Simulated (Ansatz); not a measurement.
## Ansatz (development build ahead of 0.2.0) run

```yaml
crystal:
  periodic: [false, false, false]
  atoms:
    - { symbol: C, position_ang: [1.64587, 0.10325, 0.10754] }
    - { symbol: O, position_ang: [1.44149, 1.19213, -0.25004] }
    - { symbol: O, position_ang: [1.86513, -0.98132, 0.46693] }
basis:
  gaussian: { orbitals: cc-pVTZ }
hamiltonian:
  xc: hf
correlation:
  method: mp2
  frozen_orbitals: { C: 1, O: 1 }
```

The input is written out in the form of the current development build from the run's settings.

Output:

```yaml
Converged: yes
Reference_energy: -187.70635 hartree
Correlation_energy: -0.60187 hartree
Total_energy: -188.30822 hartree
Spin_squared_of_the_determinant: 0.000
Stability_test: minimum among restricted orbitals
Occupied_orbitals_by_symmetry_in_an_Abelian_subgroup_alpha;_beta: 9 A' 2 A''; 9 A' 2 A''
```
